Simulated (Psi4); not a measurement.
Psi4 input (wB97X-D/6-31G*):

```
memory 1500 MB

molecule {
-1 1
C    -0.01960273    0.53041536    0.01007793
O     0.02915470   -0.78887498   -0.01498868
H    -1.06290528    1.00482270    0.02799415
H     0.48134512    1.04526317    0.90330047
H     0.46593892    1.07842182   -0.87185278
symmetry c1
no_reorient
no_com
}

set {
  basis 6-31G*
  reference rks
  scf_type pk
  dft_radial_points 99
  dft_spherical_points 590
  e_convergence 1e-8
  d_convergence 1e-7
  maxiter 150
}

e = energy('wb97x-d')
print_out(f'\nFINAL {e:.10f} DIPOLE {variable("CURRENT DIPOLE")[0]:.6f} {variable("CURRENT DIPOLE")[1]:.6f} {variable("CURRENT DIPOLE")[2]:.6f}\n')
```

Output:

```
   => Loading Basis Set <=

    Name: 6-31G*
    Role: ORBITAL
    Keyword: BASIS
    atoms 1   entry C          line   111 file 6-31gs.gbs
    atoms 2   entry O          line   145 file 6-31gs.gbs
    atoms 3-5 entry H          line    44 file 6-31gs.gbs

   => WB97X-D: Empirical Dispersion <=

    Chai and Head-Gordon Dispersion Correction
    Chai, J.-D.; Head-Gordon, M. (2010), J. Chem. Phys., 132: 6615-6620

        s6 =       1.000000

         ---------------------------------------------------------
                                   SCF
               by Justin Turney, Rob Parrish, Andy Simmonett
                          and Daniel G. A. Smith
                              RKS Reference
         ---------------------------------------------------------

  ==> Geometry <==

    Molecular point group: c1
    Full point group: C1

    Geometry (in Angstrom), charge = -1, multiplicity = 1:

       Center              X                  Y                   Z               Mass
    ------------   -----------------  -----------------  -----------------  -----------------
         C           -0.019602730000     0.530415360000     0.010077930000    12.000000000000
         O            0.029154700000    -0.788874980000    -0.014988680000    15.994914619570
         H           -1.062905280000     1.004822700000     0.027994150000     1.007825032230
         H            0.481345120000     1.045263170000     0.903300470000     1.007825032230
         H            0.465938920000     1.078421820000    -0.871852780000     1.007825032230

  Running in c1 symmetry.

  Rotational constants: A =      5.30586  B =      0.92444  C =      0.92444 [cm^-1]
  Rotational constants: A = 159065.55674  B =  27714.12009  C =  27714.12006 [MHz]
  Nuclear repulsion =   34.487135369608858

  Charge       = -1
  Multiplicity = 1
  Electrons    = 18
  Nalpha       = 9
  Nbeta        = 9

  ==> Algorithm <==

  SCF Algorithm Type is PK.
  DIIS enabled.
  MOM disabled.
  Fractional occupation disabled.
  Guess Type is SAD.
  Energy threshold   = 1.00e-08
  Density threshold  = 1.00e-07
  Integral threshold = 1.00e-12

  ==> Primary Basis <==

  Basis Set: 6-31G*
    Blend: 6-31G*
    Number of shells: 18
    Number of basis functions: 36
    Number of Cartesian functions: 36
    Spherical Harmonics?: false
    Max angular momentum: 2

  ==> DFT Potential <==

   => LibXC <=

    Version 7.1.2
    S. Lehtola, C. Steigemann, M. J. T. Oliveira, and M. A. L. Marques,  SoftwareX 7, 1–5 (2018) (10.1016/j.softx.2017.11.002)

   => Composite Functional: WB97X-D <=

    wB97X-D Hyb-GGA Exchange-Correlation Functional

    J.-D. Chai and M. Head-Gordon,  Phys. Chem. Chem. Phys. 10, 6615–6620 (2008) (10.1039/B810189B)

    Deriv               =              1
    GGA                 =           TRUE
    Meta                =          FALSE

    Exchange Hybrid     =           TRUE
    MP2 Hybrid          =          FALSE

   => Exchange-Correlation Functionals <=

    1.0000   wB97X-D range-separated functional

   => Exact (HF) Exchange <=

    0.7780            HF,LR [omega = 0.2000]
    0.2220               HF

   => LibXC Density Thresholds  <==

    XC_HYB_GGA_XC_WB97X_D:  1.00E-14

   => Molecular Quadrature <=

    Radial Scheme          =       TREUTLER
    Pruning Scheme         =           NONE
    Nuclear Scheme         =       TREUTLER

    Blocking Scheme        =         OCTREE
    BS radius alpha        =              1
    Pruning alpha          =              1
    Radial Points          =             99
    Spherical Points       =            590
    Total Points           =         278468
    Total Blocks           =           2074
    Max Points             =            256
    Max Functions          =             36
    Weights Tolerance      =       1.00E-15

  ==> Integral Setup <==

  Using in-core PK algorithm.
   Calculation information:
      Number of atoms:                   5
      Number of AO shells:              18
      Number of primitives:             42
      Number of atomic orbitals:        36
      Number of basis functions:        36

      Integral cutoff                 1.00e-12
      Number of threads:                 1

  Performing in-core PK
  Using 666333 doubles for integral storage.
  We computed 14705 shell quartets total.
  Whereas there are 14706 unique shell quartets.

  Computing range-separated integrals for PK
  We computed 14705 wK shell quartets total.
  Whereas there are 14706 wK unique shell quartets.

  ==> DiskJK: Disk-Based J/K Matrices <==

    J tasked:                  Yes
    K tasked:                  Yes
    wK tasked:                 Yes
    Omega:               2.000E-01
    Schwarz Cutoff:          1E-12


  Cached 100.0% of DFT collocation blocks in 0.276 [GiB].

  Minimum eigenvalue in the overlap matrix is 9.8501995301E-03.
  Reciprocal condition number of the overlap matrix is 1.6961597429E-03.
    Using symmetric orthogonalization.

  ==> Pre-Iterations <==

  SCF Guess: Superposition of Atomic Densities via on-the-fly atomic UHF (no occupation information).

   -------------------------
    Irrep   Nso     Nmo
   -------------------------
     A         36      36
   -------------------------
    Total      36      36
   -------------------------

  ==> Iterations <==

                        Total Energy        Delta E     RMS |[F,P]|

   @RKS iter SAD:  -114.40027763178972   -1.14400e+02   0.00000e+00
   @RKS iter   1:  -114.76964719455886   -3.69370e-01   2.08971e-02 ADIIS/DIIS
   @RKS iter   2:  -114.65525794650304    1.14389e-01   2.70499e-02 ADIIS/DIIS
   @RKS iter   3:  -115.02658351902539   -3.71326e-01   2.87183e-03 ADIIS/DIIS
   @RKS iter   4:  -115.03074392991731   -4.16041e-03   9.05133e-04 ADIIS/DIIS
   @RKS iter   5:  -115.03127373374059   -5.29804e-04   1.31552e-04 ADIIS/DIIS
   @RKS iter   6:  -115.03128727419835   -1.35405e-05   1.65941e-05 DIIS
   @RKS iter   7:  -115.03128761335441   -3.39156e-07   2.57312e-06 DIIS
   @RKS iter   8:  -115.03128762248745   -9.13305e-09   4.56878e-07 DIIS
   @RKS iter   9:  -115.03128762289523   -4.07780e-10   9.02897e-08 DIIS
  Energy and wave function converged.

  ==> Post-Iterations <==

   Electrons on quadrature grid:
      Ntotal   =   17.9999999392 ; deviation = -6.083e-08

    Orbital Energies [Eh]
    ---------------------

    Doubly Occupied:

       1A    -18.875965     2A    -10.077349     3A     -0.738239
       4A     -0.457834     5A     -0.233473     6A     -0.233472
       7A     -0.163338     8A      0.005070     9A      0.005070

    Virtual:

      10A      0.407962    11A      0.489943    12A      0.489944
      13A      0.556046    14A      0.930004    15A      0.930004
      16A      0.978181    17A      1.158829    18A      1.158830
      19A      1.218736    20A      1.243852    21A      1.380641
      22A      1.412910    23A      1.412910    24A      1.860000
      25A      1.908634    26A      1.908638    27A      2.198071
      28A      2.198072    29A      2.505126    30A      2.505130
      31A      2.559100    32A      2.908876    33A      2.908882
      34A      3.247732    35A      4.078916    36A      4.551736

    Final Occupation by Irrep:
              A
    DOCC [     9 ]
    NA   [     9 ]
    NB   [     9 ]

  @RKS Final Energy:  -115.03128762289523

   => Energetics <=

    Nuclear Repulsion Energy =             34.4871353696088576
    One-Electron Energy =                -230.3454665358032685
    Two-Electron Energy =                  91.3911501778890312
    DFT Exchange-Correlation Energy =     -10.5637276227876917
    Empirical Dispersion Energy =          -0.0003790118021668
    VV10 Nonlocal Energy =                  0.0000000000000000
    Total Energy =                       -115.0312876228952348

Computation Completed

Properties will be evaluated at   0.000000,   0.000000,   0.000000 [a0]

Properties computed using the SCF density matrix

 Multipole Moments:

 ------------------------------------------------------------------------------------
     Multipole            Electronic (a.u.)      Nuclear  (a.u.)        Total (a.u.)
 ------------------------------------------------------------------------------------

 L = 1.  Multiply by 2.5417464519 to convert [e a0] to [Debye]
 Dipole X            :         -0.0234378           -0.0000000           -0.0234378
 Dipole Y            :          0.6342247            0.0000000            0.6342247
 Dipole Z            :          0.0120429           -0.0000000            0.0120429
 Magnitude           :                                                    0.6347719

 ------------------------------------------------------------------------------------

FINAL -115.0312876229 DIPOLE -0.023438 0.634225 0.012043

*** Psi4 exiting successfully. Buy a developer a beer!
```

The dipole moment of an ion depends on the origin.
